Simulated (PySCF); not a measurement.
difluorochloromethane, CHClF₂, SMILES FC(F)Cl, point group Cs.

Level: PBE0/pcSseg-1 in PySCF (density fitting, grid level 2); geometry and Hessian at that level, cubic constants and property derivatives from steps of ±0.6 along each species' dimensionless normal coordinates, second-order vibrational perturbation theory. The parent has the commonest isotopes.

Equilibrium geometry (Å):

```csv
atom,x,y,z
F1,-0.4646,1.2114,-0.3868
C2,-0.0884,0.0087,0.0511
F3,-0.7690,-0.9184,-0.6250
Cl4,1.6484,-0.2086,-0.2281
H5,-0.2920,-0.0817,1.1202
```

**Question.** Give the equilibrium and ground-state rotational constants (MHz) of parent; ²H at 5; ¹³C at 2; ³⁷Cl at 4, ²H at 5; ³⁷Cl at 4; ¹³C at 2, ³⁷Cl at 4; ¹³C at 2, ²H at 5.

**Answer.** 
```json
{"species": "parent", "Ae": "10282", "Be": "4826.2", "Ce": "3495.5", "A0": "10222", "B0": "4806.4", "C0": "3477.3", "Δ0 (u Å²)": "-9.247", "harmonic ZPE (cm⁻¹)": "5211"}
{"species": "²H at 5", "Ae": "9848.2", "Be": "4715.8", "Ce": "3488.5", "A0": "9790", "B0": "4695.8", "C0": "3470.1", "Δ0 (u Å²)": "-13.607", "harmonic ZPE (cm⁻¹)": "4419"}
{"species": "¹³C at 2", "Ae": "10250", "Be": "4810.6", "Ce": "3490.9", "A0": "10192", "B0": "4791.2", "C0": "3473.1", "Δ0 (u Å²)": "-9.550", "harmonic ZPE (cm⁻¹)": "5158"}
{"species": "³⁷Cl at 4, ²H at 5", "Ae": "9847.3", "Be": "4577.3", "Ce": "3412.3", "A0": "9789.1", "B0": "4558", "C0": "3394.3", "Δ0 (u Å²)": "-13.615", "harmonic ZPE (cm⁻¹)": "4414"}
{"species": "³⁷Cl at 4", "Ae": "10281", "Be": "4682.7", "Ce": "3419.7", "A0": "10222", "B0": "4663.8", "C0": "3402", "Δ0 (u Å²)": "-9.253", "harmonic ZPE (cm⁻¹)": "5206"}
{"species": "¹³C at 2, ³⁷Cl at 4", "Ae": "10250", "Be": "4666.9", "Ce": "3414.7", "A0": "10191", "B0": "4648.3", "C0": "3397.4", "Δ0 (u Å²)": "-9.557", "harmonic ZPE (cm⁻¹)": "5153"}
{"species": "¹³C at 2, ²H at 5", "Ae": "9822.5", "Be": "4701.7", "Ce": "3484", "A0": "9765.5", "B0": "4682.1", "C0": "3465.9", "Δ0 (u Å²)": "-13.877", "harmonic ZPE (cm⁻¹)": "4366"}
```

Δ0 = Ic − Ia − Ib from the ground-state constants.

**Question.** How is the parent's vibrational correction B0 − Be made up?

**Answer.** 
```json
{"axis": "a", "harmonic": "23.2", "Coriolis": "-1.14", "cubic": "-81.2", "total (MHz)": "-59.2"}
{"axis": "b", "harmonic": "8.74", "Coriolis": "-0.303", "cubic": "-28.2", "total (MHz)": "-19.7"}
{"axis": "c", "harmonic": "2.38", "Coriolis": "-0.202", "cubic": "-20.4", "total (MHz)": "-18.2"}
```

**Question.** And its quartic centrifugal distortion constants from the harmonic force field?

**Answer.** Asymmetric top, A reduction, Ir representation: ΔJ = 1.53 kHz, ΔJK = 4.49 kHz, ΔK = 4.78 kHz, δJ = 0.43 kHz, δK = 4.9 kHz.
